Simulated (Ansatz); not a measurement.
Geometry optimisation, UKS PBE0-D4/cc-pVDZ in Ansatz.

input.yaml

```yaml
crystal:
  periodic: [false, false, false]
  atoms:
    - { symbol: F, position_ang: [-1.24053, 0.02422, 0.26301] }
    - { symbol: C, position_ang: [-0.03811, -0.05747, -0.27469] }
    - { symbol: F, position_ang: [0.66499, -1.0564, 0.22458] }
    - { symbol: F, position_ang: [0.61365, 1.08964, -0.2129] }
magnetization:
  spin_polarized: true
  initial_magnetization: 1
basis:
  gaussian: { orbitals: cc-pVDZ }
hamiltonian:
  xc: pbe0
  dispersion: d4
relax:
  f_tol: 0.02
  max_steps: 40
```

Run as:

```bash
$ ansatz run input.yaml --threads 1 --pin off --max-ram 2048MiB --backend cpu --events-out ev --progress --plain --runs-dir out
```

**Question.** Where does it end, and by what steps?

**Answer.** The forces met the threshold. After 3 steps the energy has fallen by 0.008 eV; C2 moved furthest, 0.02 Å.

```json
{"step": "0", "energy less start (eV)": "0.0000", "largest force component (eV/Å)": "0.526", "accepted": "yes"}
{"step": "1", "energy less start (eV)": "-0.0075", "largest force component (eV/Å)": "0.226", "accepted": "yes"}
{"step": "2", "energy less start (eV)": "-0.0084", "largest force component (eV/Å)": "0.032", "accepted": "yes"}
{"step": "3", "energy less start (eV)": "-0.0084", "largest force component (eV/Å)": "0.013", "accepted": "yes"}
```

```xyz
4
Properties=species:S:1:pos:R:3
F -1.232 0.025 0.267
C -0.040 -0.060 -0.291
F 0.662 -1.049 0.229
F 0.611 1.084 -0.206
```

Time of the run: 9.5 s on 1 CPU thread of a shared host.
